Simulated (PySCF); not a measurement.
Sulfur: a sound run and one with changed settings

Sound run: S [Ne] 3s2 3p4, S⁺ [Ne] 3s2 3p3. Computed with PySCF 2.14 in aug-cc-pVDZ-DK, with scalar relativity by spin-free X2C-1e. The sound run starts from symmetry-adapted Hartree-Fock orbitals and uses a fine grid where one is needed.

A second run was set up differently.

```csv
species,method,sound run (hartree),changed run (hartree),converged
S,UHF,-398.57862,-398.57862,yes
S,MN15,-399.21218,-397.83889,yes
S,M06-L,-399.18143,-398.21845,yes
S⁺,UHF,-398.24026,-398.24026,yes
S⁺,MN15,-398.83453,-397.40687,yes
S⁺,M06-L,-398.80112,-397.70194,yes
```

Ionisation energy of S:

| method | sound run (eV) | changed run (eV) |
| --- | --- | --- |
| UHF | 9.207 | 9.207 |
| MN15 | 10.276 | 11.756 |
| M06-L | 10.349 | 14.055 |

(1) What was changed?
A. basis contracted for another Hamiltonian
B. too few SCF iterations
C. radial grid too coarse
D. all electrons correlated in a valence basis

Answers

(1) C. It used radial step 1.2 in ln r (0.13 in the sound run). A coarse radial grid mis-integrates the density and the exchange-correlation energy, with errors of either sign; Hartree-Fock needs no grid.
